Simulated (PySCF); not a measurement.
Isomers of C4H6S, one GFN2-xTB conformer each. Single-point energies are computed at PBE0/pcSseg-1 (PySCF, gas phase, no added dispersion term), electronic only.

```
  SMILES  GFN2-xTB relative energy (kcal/mol)
  C#CSCC                                 37.3
C1=CSCC1                                  0.0
```

Conformers: `[CH:1]#[C:2][S:3][CH2:4][CH3:5]` with C2–S3–C4–C5 67°; `[CH:1]1=[CH:2][S:3][CH2:4][CH2:5]1` with C1–C2–S3–C4 6°, C2–S3–C4–C5 -10°, S3–C4–C5–C1 13°, C2–C1–C5–C4 -10°.

What does PBE0/pcSseg-1 give for the same structures?

| SMILES | PBE0/pcSseg-1 E (Eh) | PBE0/pcSseg-1 (kcal/mol) | GFN2-xTB (kcal/mol) | point group |
| --- | --- | --- | --- | --- |
| C1=CSCC1 | -553.83735 | 0.0 | 0.0 | – |
| C#CSCC | -553.77900 | 36.6 | 37.3 | C1 |

Both levels put the same isomer lowest. As drawn, the lower has a C=C bond outside aromatic rings, which the higher lacks; the higher has a C≡C bond, which the lower lacks.

Which frontier levels, dipoles and rotational constants go with these structures?

```
  SMILES  HOMO (eV, PBE0/pcSseg-1)  LUMO (eV)  dipole (D)     A, B, C (MHz)
C1=CSCC1                     -5.80       0.41        1.71  6911, 4725, 2918
  C#CSCC                     -6.58      -0.04        1.89  6289, 3010, 2226
```
